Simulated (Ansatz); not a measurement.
Compare A (`C=C(C)C(C)C`) with its isomer B (`C/C=C\C(C)C`).

Gas-phase electronic energies from Ansatz, PBE0-D4/def2-TZVP geometries. CCSD(T)/CBS is the MP2 limit (def2-TZVPP, def2-QZVPP) plus CCSD(T) − MP2 in def2-TZVPP, frozen cores. DFT in def2-TZVPP. B3LYP here is the variant with VWN-RPA as its local correlation; programs differ in this. Each species was taken in one conformer, which may not be the lowest.

(1) Which isomer does CCSD(T)/CBS put lower? Give the gap. (Best estimate.)

(2) Give E(B) − E(A) in kJ/mol with CCSD(T)/def2-TZVPP, MP2/def2-TZVPP, HF/def2-TZVPP, PBE0-D4, B2PLYP, B3LYP-D4, BLYP-D4. (Best estimate.)

Largest T1 diagnostic: 0.009.

Results:

(1) The calculation gave: A, by 5.7 kJ/mol.

(2) Computed: CCSD(T)/def2-TZVPP 6.0, MP2/def2-TZVPP 7.0, HF/def2-TZVPP 0.2, PBE0-D4 3.3, B2PLYP 2.5, B3LYP-D4 3.7, BLYP-D4 3.8. None reverses the order clearly.

The D4 term adds +4.2 kJ/mol with B3LYP and +2.2 kJ/mol with PBE0; it sums over pairs of atoms, weighted by their polarisabilities, and B3LYP, whose exchange is more repulsive, gets the larger term. Leaving LDA and LC-ωPBE aside and taking each functional with its dispersion term where it has one, the values, not all of them listed here, spread over 3.1 kJ/mol, from B2PLYP to ωB97M-V. LDA lies +4.5 kJ/mol from PBE without D4.
